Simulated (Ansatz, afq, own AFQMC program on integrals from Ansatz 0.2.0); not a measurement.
AlBH⁺, singlet in cc-pVDZ, levels against full CI

```xyz
3

B     0.0000   -0.0920    0.3143
Al    0.0000   -0.0334   -1.8050
H     0.0000    0.1253    1.4907
```

Connectivity, by distances: BH–Al.

Basis cc-pVDZ. Noble-gas cores (and the filled d shells of Ga–Kr and In–Xe) are frozen. Ansatz 0.2.0 and our own AFQMC program on the same integrals; the CISD trial comes from CCSD amplitudes, and released means the phaseless constraint is let go. Uncertainties: one standard error, sampling alone.

Determinant: UHF, the one that the program's search chose, which needn't be the lowest solution. The geometry is a PBE0/def2-TZVP stationary point of this or a neighbouring charge and spin state.

Full CI on the same integrals is exact in this basis and with this determinant's frozen core.

Cautions: strong correlation (T1 0.123, weight of the determinant 0.73, largest double 0.09); unrestricted determinant spin contaminated (⟨S²⟩ 0.76 against 0.00); the released energies are still falling, so no released level is given (meV from the phaseless value at times in 1/Eh: -4 ± 3 at 0.24, -6 ± 3 at 0.51, -12.9 ± 2.1 at 0.99, -18 ± 3 at 1.62, -20 ± 4 at 2.40), though the last usable value meets full CI within the noise.

```
T1 diagnostic                               : 0.1233
weight of the determinant in the CISD state : 0.725
⟨S²⟩ of the determinant                     : 0.762
size of the correlated space                : 6 electrons in 31 orbitals
```

```json
{"level": "MP2", "correlation energy (eV)": "-2.0558"}
{"level": "CCSD", "correlation energy (eV)": "-3.0738"}
{"level": "CCSD(T)", "correlation energy (eV)": "-3.1555"}
```

Estimate where phaseless AFQMC with a CISD trial lies against CCSD(T) on the same integrals.

1.19 ± 0.13 mEh below CCSD(T).

Reference: full CI, correlation energy -3.206 eV. The cautions show a poor starting determinant, so the rows tell how each method copes with it here, and full CI is the sure value.

```
        level  E − E(reference) (mEh)  share of correlation (%)
      CCSD(T)                    1.84                     98.43
        CCSDT                    0.32                     99.73
     CCSDT(Q)                    0.09                     99.92
       CCSDTQ                    0.01                     99.99
ph-AFQMC/CISD             0.66 ± 0.13                     99.44
```

CCSDT and higher add their correlation energy to the determinant of the CCSD(T) run, since their own runs factorise the integrals more tightly (a shift of under 2 meV). A walk keeps the symmetry of its determinant, which the program's search chose and which needn't be the lowest solution, so a lower state of the same spin and another symmetry isn't excluded.
